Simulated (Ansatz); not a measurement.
Cubic perovskite BaTiO3 (cubic high-temperature phase) was calculated with LDA (Ansatz, a first-principles code, plane waves, PAW).

Numerical settings: plane-wave cutoff 520 eV, 8×8×8 k mesh, Fermi–Dirac smearing 0.01 eV, no spin polarisation, scalar-relativistic PAW data made under PBE.

Cell (measured lattice):

```cif
data_BaO3Ti
_chemical_formula_sum 'Ba1 Ti1 O3'
_space_group_name_H-M_alt 'P 1'
_space_group_IT_number 1
_cell_length_a 4.00100
_cell_length_b 4.00100
_cell_length_c 4.00100
_cell_angle_alpha 90.000
_cell_angle_beta 90.000
_cell_angle_gamma 90.000
loop_
_space_group_symop_operation_xyz
  'x, y, z'
loop_
_atom_site_label
_atom_site_type_symbol
_atom_site_fract_x
_atom_site_fract_y
_atom_site_fract_z
_atom_site_occupancy
Ba1 Ba 0.00000 0.00000 0.00000 1
Ti1 Ti 0.50000 0.50000 0.50000 1
O1 O 0.50000 0.00000 0.50000 1
O2 O 0.00000 0.50000 0.50000 1
O3 O 0.50000 0.50000 0.00000 1
```

### Question
Predict the band gap and smallest direct gap on the k points sampled.

### Answer

band gap: 1.73 eV
smallest direct gap on the k points sampled: 1.83 eV

Measured, for comparison: band gap 3.2 eV (temperature not stated, no zero-point or thermal correction; as tabulated in Matsushita et al. (2011), arXiv:1104.2769).

Note: held by symmetry at 0 K, a high-temperature phase can be a saddle point; cell and atoms aren't relaxed at this level (pressure -8.8 GPa).

Spin–orbit coupling is not included.

Computed values are for the static lattice.
